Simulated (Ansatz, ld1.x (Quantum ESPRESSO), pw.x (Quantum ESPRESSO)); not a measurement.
# iridium (Ir): one change to the TM potential, in the atom and in the diamond crystal

```json
{
  "Element": "Ir",
  "Generator": "ld1.x (Quantum ESPRESSO) 7.5",
  "Type": "norm-conserving Troullier–Martins (Kleinman–Bylander form)",
  "Functional": "PBEsol",
  "Relativity": "scalar-relativistic",
  "Frozen core": "[Xe] 4f14",
  "Valence charge": "9",
  "Reference configuration": "5d7 6s2 6p0",
  "Partial waves": "6p (bound, empty): rc 2.55 bohr; 5d (bound): rc 1.80 bohr; 6s (bound): rc 2.25 bohr",
  "Local potential": "the s channel",
  "Core correction": "none"
}
```

Change: all radii scaled by about 1.10 (s 2.46, p 2.80, d 1.98 bohr).

Cutoffs, loose and tight: the cutoffs (Ry, on a coarse ladder) from which the occupation-weighted sum of valence levels, in a spherical-Bessel basis at the reference potential, stays within 10 and 1 mRy of its value at 400 Ry. They do not see the model core or the augmentation charge, which bear on the density cutoff. Test errors are all-electron minus pseudo excitation energies from the reference, over the configurations 5d7 6s1 6p0; 5d7 6s0 6p0; 5d6 6s0 6p0; 5d8 6s1 6p0; 5d7.5 6s1.5 6p0; 5d7 6s1.5 6p0; 5d7 6s1 6p1; variants that change the core or the reference have their own tests.

Crystal test: diamond Ir in pw.x 7.5, no spin, 8³ k-points, Fermi–Dirac smearing 0.01 Ry, cutoffs set for each file from its atomic test. The reference is all-electron LAPW (Ansatz 0.2.0) with the same functional, mesh and smearing; V0 and B0 come from Birch–Murnaghan fits to the pressures at five volumes. Errors are pseudo minus all-electron; Δ is the rms difference of the E(V) curves that follow from these fits, minima aligned, over ±6 % about the mean V0. Mesh and smearing are coarse, so the numbers serve the comparison and aren't converged zero-temperature values; the lattice is a test structure that the element need not adopt.

All-electron: a0 = 5.508 Å (V0 = 20.89 Å³/atom), B0 = 204.5 GPa.

Q: Does the change bring the crystal closer to the all-electron result?

A: The mean pressure error goes from +9.30 to +8.88 GPa, a small move against the size of the error.

```json
{"quantity": "outcome (atom)", "base": "generated", "changed": "generated"}
{"quantity": "cutoff, loose (atom)", "base": "40 Ry", "changed": "40 Ry"}
{"quantity": "cutoff, tight (atom)", "base": "50 Ry", "changed": "45 Ry"}
{"quantity": "bound ghosts (atom)", "base": "none", "changed": "none"}
{"quantity": "largest test error (meV) (atom)", "base": "-70", "changed": "-71"}
{"quantity": "cutoffs in pw.x (Ry)", "base": "60/240", "changed": "55/220"}
{"quantity": "a0 (Å)", "base": "5.588", "changed": "5.585"}
{"quantity": "a0 error (%)", "base": "+1.46", "changed": "+1.40"}
{"quantity": "B0 error (%)", "base": "-6.6", "changed": "-6.8"}
{"quantity": "Δ (meV/atom)", "base": "40.1", "changed": "38.4"}
{"quantity": "mean pressure error (GPa)", "base": "+9.30", "changed": "+8.88"}
```

Base: The largest radius (2.55 bohr) exceeds half the bond length (2.25 bohr), so the spheres overlap, which is one possible source of error among others. This is a poor potential for the solid. Changed file: The largest radius (2.80 bohr) exceeds half the bond length (2.25 bohr), so the spheres overlap, which is one possible source of error among others. This is a poor potential for the solid. The atomic cutoffs weigh occupied waves only.
